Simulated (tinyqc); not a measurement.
Inside a calculation. Method: RHF in the sto-3g basis, for BH3, spin multiplicity 1. One step of it, computed by the program tinyqc.

Task: Iteration 2: DIIS coefficients. Solve [B -1; -1 0][c; lambda] = [0; -1] for the coefficients, which sum to one.

B (overlaps of the stored error matrices):
```
               1              2
1  1.2582313e+02  3.7030605e+00
2  3.7030605e+00  1.6011623e+00
```

Give: DIIS coefficients.

Result:

DIIS coefficients: -0.018  1.018
